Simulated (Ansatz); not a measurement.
bcc Mo, treated with PBE-D3(BJ) (PAW; Ansatz, a quantum-chemistry and plane-wave program).

Settings: plane-wave cutoff 500 eV, 32×32×32 k mesh, Fermi–Dirac smearing 0.1 eV, no spin polarisation, scalar-relativistic PAW data made under PBE.

Computed at the level's own relaxed cell.

Problem. What does this level give for the volume per atom and lattice parameter a?

Solution. 
- volume per atom: 15.34 Å³/atom
- lattice parameter a: 3.131 Å

Measured, for comparison: equilibrium volume per atom 15.49 Å³/atom, lattice constant a 3.141 Å (static lattice: zero-point anharmonic expansion removed; as tabulated in Mejia-Rodriguez and Trickey (2018), arXiv:1807.09216). Computed (rounded) less measured: equilibrium volume per atom -1.0 %, lattice constant a -0.3 %.

Cost on a shared machine: roughly 80 core-seconds.
